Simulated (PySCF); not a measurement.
## How methods differ on the electron affinity of H

H⁻ 1s2 (1S) → H 1s1 (2S), as a difference of total energies. Computed with PySCF 2.14 in aug-cc-pVTZ with one added diffuse shell each of s, p, d type (5s4p3d, 32 functions), with the non-relativistic Hamiltonian (point nucleus). Correlated levels: valence: nothing frozen. The calculations carry no spin-orbit coupling.

```tsv
method	electron affinity (eV)
UHF	-0.330
MP2 (valence)	0.449
SCS-MP2 (valence)	0.605
CCSD (valence)	0.740
```

Errors of the correlated levels include the incompleteness of this basis.

A negative affinity means that the anion lies above the atom at that level of theory.

With two correlated electrons CCSD is exact in that space.

The coupled-cluster amplitudes are large for H⁻ (T1 above 0.03 or a double amplitude above 0.15), so a single reference is strained.

For comparison: 0.754 eV (measured; photodetachment measurements, as compiled on the Wikipedia data page of electron affinities).
